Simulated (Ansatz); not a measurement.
Input and output for `C=COC(C)F`.

```yaml
crystal:
  periodic: [false, false, false]
  atoms:
    - {symbol: C, position_ang: [-1.902583, 1.120634, 0.260114]}
    - {symbol: C, position_ang: [-0.639138, 1.515971, 0.194880]}
    - {symbol: O, position_ang: [0.478197, 0.742993, 0.163951]}
    - {symbol: C, position_ang: [0.319591, -0.617990, -0.037844]}
    - {symbol: C, position_ang: [1.657177, -1.220437, -0.345827]}
    - {symbol: F, position_ang: [-0.187108, -1.201402, 1.108120]}
    - {symbol: H, position_ang: [-2.678594, 1.873299, 0.249456]}
    - {symbol: H, position_ang: [-2.200032, 0.085180, 0.351480]}
    - {symbol: H, position_ang: [-0.361381, 2.562938, 0.156594]}
    - {symbol: H, position_ang: [-0.424992, -0.790848, -0.824918]}
    - {symbol: H, position_ang: [1.556337, -2.299214, -0.464887]}
    - {symbol: H, position_ang: [2.054259, -0.794541, -1.267809]}
    - {symbol: H, position_ang: [2.348664, -1.011385, 0.471391]}
basis:
  gaussian: {orbitals: def2-TZVPD}
magnetization: {spin_polarized: true, initial_magnetization: 0}
hamiltonian: {xc: {name: B3LYP5}}
scf: {lower_state_search: full}
output: {forces: true}
```

```sh
$ ansatz run in.yaml --threads 4 --pin off --events-out ev --progress --plain --max-ram 10444MiB
```

Output, abridged:

```
Functional definition: B3LYP5
1434 factors; their error is unknown
mean field evaluation 1: about -9014.2923 eV, gradient 4.9e1 eV
mean field evaluation 2: about -9011.1228 eV, gradient 5.4e1 eV
mean field evaluation 4: about -9024.5313 eV, gradient 3.3e0 eV
mean field evaluation 8: about -9024.5692 eV, gradient 5.8e-2 eV
mean field evaluation 16: about -9024.5446 eV, gradient 2.4e-4 eV
mean field -9024.54460482 eV, -331.6458971712 hartree, gradient 1.3e-5 eV, S^2 0.000000; 0 other end points of the search recorded, 0 dependent functions left out
reference -9024.54491268 eV, -331.6459084848 hartree; 24, 24 occupied and 267, 267 virtual orbitals, 1434 factors
Total energy: -9024.54491268 eV, -331.6459084848 hartree
Atom 0 at    -1.902583     1.120634     0.260114 Å, force    -0.179412    -0.021308     0.018554 eV/Å
Atom 1 at    -0.639138     1.515971     0.194880 Å, force    -0.146226     0.379461     0.007948 eV/Å
Atom 2 at     0.478197     0.742993     0.163951 Å, force     0.225858     0.110753     0.028698 eV/Å
Atom 3 at     0.319591    -0.617990    -0.037844 Å, force     0.060909    -0.096387    -0.431949 eV/Å
Atom 4 at     1.657177    -1.220437    -0.345827 Å, force     0.181019    -0.110436    -0.053079 eV/Å
Atom 5 at    -0.187108    -1.201402     1.108120 Å, force    -0.191308    -0.228755     0.410282 eV/Å
Atom 6 at    -2.678594     1.873299     0.249456 Å, force     0.006303    -0.028901     0.001616 eV/Å
Atom 7 at    -2.200032     0.085180     0.351480 Å, force    -0.017981     0.059742    -0.004092 eV/Å
Atom 8 at    -0.361381     2.562938     0.156594 Å, force    -0.016913    -0.032690     0.004463 eV/Å
Atom 9 at    -0.424992    -0.790848    -0.824918 Å, force     0.041573    -0.009720     0.032146 eV/Å
Atom 10 at     1.556337    -2.299214    -0.464887 Å, force     0.018848     0.004441    -0.003615 eV/Å
Atom 11 at     2.054259    -0.794541    -1.267809 Å, force     0.009114    -0.014469     0.005906 eV/Å
Atom 12 at     2.348664    -1.011385     0.471391 Å, force     0.008215    -0.011730    -0.016878 eV/Å
Dipole moment:     0.071389     0.002328    -0.324751 e Å
```

Run time 12 s (4 threads of an Arm Neoverse V1 on a shared host); peak host memory 1.1 GiB.
